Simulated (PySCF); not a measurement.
C4H8, SMILES CC(C)=C.

The structure is a stationary point at B3LYP-D3(BJ)/def2-SVP.

Level of theory: TDDFT-PBE/def2-SVPD (PySCF).

Vertical excitations. Isolated molecule, no solvent. State labels are in the subgroup C2v.

| state | symmetry | energy (eV) | λ (nm) | f | main pairs |
|---|---|---|---|---|---|
| S1 | B2 | 6.02 | 206 | 0.000 | HOMO→LUMO+1 100 % |
| S2 | A1 | 6.97 | 178 | 0.376 | HOMO→LUMO 91 % |
| S3 | A2 | 7.04 | 176 | 0.000 | HOMO→LUMO+2 100 % |
| S4 | B2 | 7.16 | 173 | 0.035 | HOMO→LUMO+3 100 % |
| S5 | A2 | 7.73 | 160 | 0.000 | HOMO−1→LUMO 88 % |
| S6 | B2 | 7.89 | 157 | 0.013 | HOMO→LUMO+5 99 % |
| S7 | A2 | 7.91 | 157 | 0.000 | HOMO→LUMO+4 89 % |
| S8 | B1 | 8.27 | 150 | 0.071 | HOMO−1→LUMO+1 100 % |
| S9 | B2 | 8.32 | 149 | 0.002 | HOMO−2→LUMO 97 % |
| S10 | A1 | 8.36 | 148 | 0.004 | HOMO→LUMO+6 94 % |
| T1 | A1 | 4.37 | 284 | 0 | HOMO→LUMO 99 % |
| T2 | B2 | 5.93 | 209 | 0 | HOMO→LUMO+1 100 % |
| T3 | A2 | 7.00 | 177 | 0 | HOMO→LUMO+2 100 % |
| T4 | B2 | 7.05 | 176 | 0 | HOMO→LUMO+3 100 % |
Triplets are in the Tamm–Dancoff approximation, which puts them higher than full response would, so one can lie above its singlet here.
